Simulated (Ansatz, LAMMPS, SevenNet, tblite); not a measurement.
Ladder of methods for the bulk modulus B0 of wurtzite CdSe

Reference value: 53.4 GPa (measured, temperature not stated, not corrected to a static lattice; as tabulated in Grünwald et al. (2012), arXiv:1201.2992).

```csv
level (code),value (GPa),cell (Å³/atom),difference (%)
Stillinger–Weber CdTeZnSeHgS0.sw (LAMMPS),53.5,27.68,+0.2
GFN1-xTB (tblite),38.4,29.72,-28
SevenNet-0,44.3,29.97,-17.0
LDA (Ansatz),57.7,27.11,+8.1
PBE (Ansatz),44.6,29.75,-16.5
revPBE (Ansatz),40.3,30.69,-25
rVV10 (Ansatz),46.2,29.90,-13.5
r²SCAN-D4 (Ansatz),53.0,28.54,-0.7
r²SCAN+rVV10 (Ansatz),53.9,28.41,+0.9
```

Leaving aside Stillinger–Weber CdTeZnSeHgS0.sw (doubt noted below): The reference's temperature isn't stated, so close values are not ranked against it. Off by more than 20 %, or 28 % on the side where a correction would as a rule narrow the miss (bounds picked here): GFN1-xTB (-28 %), revPBE (-25 %).

The reference isn't brought to a static lattice, while the calculations are for one, so the differences are not the levels' errors alone. A static lattice is as a rule stiffer than a warm one, by over a tenth in soft solids.  Stillinger–Weber CdTeZnSeHgS0.sw: the potential file covers more elements than this solid holds. GFN1-xTB: the method was fitted mainly to molecules. GFN1-xTB: the run uses a supercell at the zone centre in place of a k mesh. Each level is taken at its own relaxed cell. Cutoffs differ between the levels. Ansatz's density-functional and Hartree–Fock values are scalar-relativistic unless marked +SOC, with PAW data made under PBE.

Empirical potentials (Stillinger–Weber CdTeZnSeHgS0.sw) are fitted to chosen data: where that held the value shown, agreement is built in, and what lay outside the fit can be far off. Machine-learned potentials (SevenNet-0) are trained on DFT data: a solid inside that data is no test of them.

Differences are worked out from the printed values.

Ansatz is an electronic-structure program.
